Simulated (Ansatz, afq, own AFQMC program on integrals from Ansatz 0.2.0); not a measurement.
Two steps: Ansatz 0.2.0 writes the Fock matrix and Cholesky factors of the valence space, and afq projects on them the lowest state that overlaps trial and start.

```yaml
crystal:
  periodic: [false, false, false]
  atoms:
    - {symbol: Si, position_ang: [0.000000, 0.000000, 0.000000]}
    - {symbol: Al, position_ang: [0.000000, 0.000000, 2.397686]}
basis:
  gaussian: {orbitals: 6-31G}
total_charge: 1
magnetization: {spin_polarized: false}
correlation: {method: ccsd_t, electrons: outside_noble_gas, hamiltonian_folder: ham}
```

```sh
$ ansatz run in.yaml --threads 1 --pin off --events-out ev --progress --plain --max-ram 24576MiB --backend cuda --devices 0, --max-vram 18GiB
```

afq runs on the folder ham with

```
--method phaseless --trial cisd --walkers 4000 --populations 20 --least-time 60 --time-step 0.005 --steps-per-block 50 --equilibration-blocks 28 --max-blocks 4000 --target-error 0.00015 --factor-cut 1e-05 --seed 4383 --release-times 0.24,0.51,0.99,1.62,2.4 --release-step 0.03 --release-every 3 --taylor-order 6
```

Times are imaginary, in 1/Eh. The walk had a cap of 122 s. With eight or more populations the least sampling time is a fifth of least-time, and the error comes from their spread.

Output of the walk:

```
orbitals 16  electrons 3 3  factors 86 of 278
reference energy -530.40676747 Eh
CCSD correlation -0.09771103 Eh in 17 cycles, weight of the determinant in the CISD state 0.7982
energy of the start -530.504466 Eh
 block  time / (1/Eh)  mean weight  energy / Eh
     1     0.250  1.0000  -530.503807
     2     0.500  1.0000  -530.503651
     3     0.750  1.0000  -530.503783
     4     1.000  1.0000  -530.504149
     5     1.250  1.0000  -530.504411
     8     2.000  1.0000  -530.505656
    11     2.750  0.9998  -530.506087
    17     4.250  1.0000  -530.507527
    23     5.750  0.9999  -530.508077
    29     7.250  0.9999  -530.507658
    35     8.750  1.0000  -530.508076
    37     9.250  0.9995  -530.508507
    41    10.250  1.0000  -530.507638
    45    11.250  0.9998  -530.506792
    47    11.750  1.0000  -530.507127
    53    13.250  1.0002  -530.507597
    59    14.750  0.9999  -530.507703
    65    16.250  1.0001  -530.507797
    71    17.750  1.0001  -530.506997
    77    19.250  1.0000  -530.507779
    83    20.750  0.9998  -530.507292
    87    21.750  0.9999  -530.507279
error from the spread of 20 populations
released: time / (1/Eh)  energy / Eh  error  mean overlap
  0.24  -530.507731  0.000138  1.0015
  0.51  -530.508088  0.000129  1.0003
  0.99  -530.508477  0.000137  0.9985
  1.62  -530.508639  0.000121  0.9986
  2.40  -530.508871  0.000146  0.9971
energy -530.507500 +/- 0.000147 Eh
(rows thinned)
```

The run passed its tests (sampling time, drift between the halves within three errors, error under three times the target), which doesn't prove that it has relaxed.

Against this walk (error 4.0 meV) on the same determinant: CCSD(T) 13.1 meV lower, CCSDT(Q) 110.6 meV lower, CCSDTQ 125.8 meV lower, full CI 127.5 meV lower. The error is statistical and leaves out the bias of the constraint. The released energies are still falling (meV from the phaseless value at times in 1/Eh: -6 ± 4 at 0.24, -16 ± 4 at 0.51, -27 ± 4 at 0.99, -31 ± 3 at 1.62, -37 ± 4 at 2.40), so they give no level; they do show a bias of the constraint, and the last of them that isn't too noisy lies 90 meV above full CI. Full CI is exact here, so the walk's 127 meV above it is the walk's own error: the bias of the constraint with this trial. The determinant is a poor start (see the cautions), so the low cluster orders aren't to be relied on, and full CI is the sure value.

Cautions: constraint bias not in the error; another spin lies lower (by 748 meV); restricted determinant unstable towards unrestricted (UHF 1.39 eV lower, ⟨S²⟩ 1.05); the search met a lower determinant of the same kind, perhaps of another symmetry (115 meV lower), and this one is a saddle point; strong correlation (T1 0.056, weight of the determinant 0.80, largest double 0.18); the CCSDT(Q) amplitudes may be one of several solutions (largest double 0.58); the CCSDTQ amplitudes may be one of several solutions (largest double 0.95); the determinant fills πx and πy unequally, so it mixes two states of the linear molecule, and each level undoes that mixture to a different degree, while full CI gives the lower state; CCSDTQ on the UHF determinant differs (750 meV lower), perhaps since the unrestricted series falls towards higher spin.

The walk took 16 s on 1 × NVIDIA H100 80GB HBM3 with 2 threads of AMD EPYC 7R13 Processor (Zen 3), with other jobs on the host (the card was shared). The log's last line is the phaseless energy.

CCSDT and higher add their correlation energy to the determinant of the CCSD(T) run, since their own runs factorise the integrals more tightly (a shift of under 2 meV).
